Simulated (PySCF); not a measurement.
# C4H7FO: the cost of one run

Computed with PySCF 2.14.0, with density-fitted response routines of our own, on a single molecule, in the gas phase or a continuum. Atoms are numbered from 0 throughout.

## Step 1: Starting geometry

13 atoms, charge 0, multiplicity 1; geometry from: GFN2-xTB. The atoms were then displaced at random by about 0.01 Å, so the start is not that level's minimum.

Bonds of the start (Å): C0–O1 1.43, O1–C2 1.37, C2–C3 1.28, C3–C4 1.52, C3–F5 1.38, C0–H6 1.06, C0–H7 1.10, C0–H8 1.09, C2–H9 1.10, C4–H10 1.08, C4–H11 1.07, C4–H12 1.11.

## Step 2: Geometry optimisation at PBE0-D3(BJ)/def2-SVP

The job: settings as JSON, then the geometry in Å.

```
{"job": {"xc": "PBE0", "basis": "def2-SVP", "d3": "d3bj", "grid": 1, "shake": 0.01, "kind": "geom"}, "charge": 0, "multiplicity": 1}
C      2.227040    -0.680530    -0.010820
O      0.795300    -0.637020     0.063720
C      0.228400     0.610950     0.127440
C     -1.030150     0.804000     0.059190
C     -2.133290    -0.224660    -0.126480
F     -1.519750     2.087080     0.164660
H      2.505710    -1.705880     0.009540
H      2.679930    -0.126700     0.826180
H      2.557460    -0.197680    -0.928960
H      0.917850     1.449590     0.278230
H     -1.680200    -1.200890    -0.180700
H     -2.697280    -0.008360    -1.012400
H     -2.845210    -0.186780     0.720090
```

Launch:

```
$ OMP_NUM_THREADS=1 python probes_run.py task.json out
```

This one command runs all jobs of the session in turn.

Q: Estimate the wall time and peak memory of this first job on 1 thread of Intel Xeon Platinum 8488C, shared host.

About 53 s, with a peak of 0.51 GiB.
